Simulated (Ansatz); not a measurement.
# CHBSi: the cost of one run

Method: def2-QZVPP, all electrons in the functionals; program: Ansatz 0.2.0, Gaussian basis.

Plan: PBE, BLYP, r2SCAN, B97M-V, PBE0, B3LYP, at charge 0, triplet; charge 0, singlet; charge 0, quintet; charge 1, doublet; charge 1, quartet.

2 further runs of the same task are left out: 2 set aside as unsound or not needed.

### Step 1. What is computed

The geometry is a PBE0/def2-TZVP stationary point (not a proven minimum).

4 atoms, charge 0, spin multiplicity 3.

Atoms are counted from 1 here; the program's logs count them from 0.

Bond lengths: B1–Si2 1.833 Å, B1–H4 1.178 Å, Si2–C3 1.800 Å. Angles: Si2–B1–H4 180.0°, B1–Si2–C3 180.0°.

No dispersion term is added; B97M-V holds VV10 nonlocal correlation. B3LYP takes the VWN-RPA correlation.

The geometry shown and the zero of energy belong to the point charge 0, triplet. The yardstick, UCCSD(T), and other wave-function levels (R restricted, U unrestricted, valence and pair active spaces) come from earlier runs.

### Step 2. PBE, charge 0, triplet

Contents of in.yaml:

```yaml
crystal:
  periodic: [false, false, false]
  atoms:
    - {symbol: B, position_ang: [0.000000, 0.000000, 1.071900]}
    - {symbol: Si, position_ang: [0.000000, 0.000000, -0.760700]}
    - {symbol: C, position_ang: [0.000000, 0.000000, -2.560900]}
    - {symbol: H, position_ang: [0.000000, 0.000000, 2.249700]}
basis:
  gaussian: {orbitals: "def2-QZVPP.json"}
magnetization: {spin_polarized: true, initial_magnetization: 2}
hamiltonian: {xc: {name: PBE}}
output: {orbitals: {seedname: orbitals}}
```

The run is started by

```console
$ ansatz run in.yaml --threads 1 --pin off --events-out ev --progress --plain --max-ram 2393MiB
```

Q: Estimate wall time and peak memory on 1 thread of AMD EPYC 9R45, shared host.

About 21 s, with a peak of 0.54 GiB.
